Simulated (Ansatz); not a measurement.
CH5P (SMILES C=[PH3]): methods side by side

CH5P: 7 atoms, total charge 0, spin state singlet. As SMILES, `C=[PH3]`. The shape is that of a GFN2-xTB optimisation.

Each level gives the vertical ionisation energy (to the doublet cation), in doubt (eV). The values are calculated.

| level | kind | program | value (eV) | less FCI/STO-3G | CPU time (all runs) |
| --- | --- | --- | --- | --- | --- |
| HF/STO-3G | Hartree–Fock | Ansatz | 2.67 | -0.37 | 0.18 s |
| SVWN5/STO-3G | LDA | Ansatz | 4.56 | +1.52 | 1.6 s |
| B3LYP/STO-3G | global hybrid | Ansatz | 4.58 | +1.54 | 2.9 s |
| CAM-B3LYP/STO-3G | range-separated hybrid | Ansatz | 4.36 | +1.32 | 3.2 s |
| wB97X/STO-3G | range-separated hybrid | Ansatz | 4.31 | +1.27 | 13 s |
| CCSD/STO-3G | coupled cluster or CI | Ansatz | 2.99 | -0.05 | 0.29 s |
| CCSDT(Q)/STO-3G | coupled cluster or CI | Ansatz | 3.04 | 0.00 | 1.3 s |
| CCSDTQ/STO-3G | coupled cluster or CI | Ansatz | 3.04 | 0.00 | 32 s |
| FCI/STO-3G | exact in the basis | Ansatz | 3.04 | 0.00 | 30 s |

FCI/STO-3G is exact within its basis and frozen core, so for wave-function methods in that basis the difference is their error; functionals converge differently with the basis, so for them it is only a difference. The values span 2.67 to 4.58 eV. All rows use very small basis sets, so none should be taken for the real molecule's value. Times are those of the runs behind each value, whatever else they computed, on shared processors of several kinds: orders of magnitude only.
